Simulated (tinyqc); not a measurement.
Inside a calculation. Method: Hueckel theory of the pi electrons, for the molecule C=C1C=CC=C1 (SMILES; centres numbered as the heavy atoms are written). One step of it, computed by the program tinyqc.

Task: Orbitals. Diagonalise; E = alpha + x beta with beta < 0, so the largest x are filled first; degenerate levels share their electrons. P = sum n_i c_ri c_si; each orbital has its largest coefficient positive (the first on a tie).

Hueckel matrix in units of beta (H = alpha + beta A), order 1C, 2C, 3C, 4C, 5C, 6C:
$$\begin{pmatrix}
0.000000 & 1.000000 & 0.000000 & 0.000000 & 0.000000 & 0.000000 \\
1.000000 & 0.000000 & 1.000000 & 0.000000 & 0.000000 & 1.000000 \\
0.000000 & 1.000000 & 0.000000 & 1.000000 & 0.000000 & 0.000000 \\
0.000000 & 0.000000 & 1.000000 & 0.000000 & 1.000000 & 0.000000 \\
0.000000 & 0.000000 & 0.000000 & 1.000000 & 0.000000 & 1.000000 \\
0.000000 & 1.000000 & 0.000000 & 0.000000 & 1.000000 & 0.000000
\end{pmatrix}$$

pi electrons, sum of z_r less the charge = 6

Give: x values; occupations; coefficients; charge and bond-order matrix P.

Result:

x values: [2.1149, 1.0000, 0.6180, -0.2541, -1.6180, -1.8608]

occupations: [2.0000, 2.0000, 2.0000, 0.0000, 0.0000, 0.0000]

coefficients, order 1C, 2C, 3C, 4C, 5C, 6C:
$$\begin{pmatrix}
0.2473 & 0.5000 & 0.0000 & 0.7495 & 0.0000 & -0.3566 \\
0.5230 & 0.5000 & 0.0000 & -0.1904 & 0.0000 & 0.6635 \\
0.4294 & 0.0000 & 0.6015 & -0.3505 & -0.3717 & -0.4390 \\
0.3851 & -0.5000 & 0.3717 & 0.2795 & 0.6015 & 0.1535 \\
0.3851 & -0.5000 & -0.3717 & 0.2795 & -0.6015 & 0.1535 \\
0.4294 & 0.0000 & -0.6015 & -0.3505 & 0.3717 & -0.4390
\end{pmatrix}$$

charge and bond-order matrix P, order 1C, 2C, 3C, 4C, 5C, 6C:
$$\begin{pmatrix}
0.6223 & 0.7586 & 0.2123 & -0.3095 & -0.3095 & 0.2123 \\
0.7586 & 1.0470 & 0.4491 & -0.0972 & -0.0972 & 0.4491 \\
0.2123 & 0.4491 & 1.0923 & 0.7779 & -0.1165 & -0.3549 \\
-0.3095 & -0.0972 & 0.7779 & 1.0730 & 0.5202 & -0.1165 \\
-0.3095 & -0.0972 & -0.1165 & 0.5202 & 1.0730 & 0.7779 \\
0.2123 & 0.4491 & -0.3549 & -0.1165 & 0.7779 & 1.0923
\end{pmatrix}$$
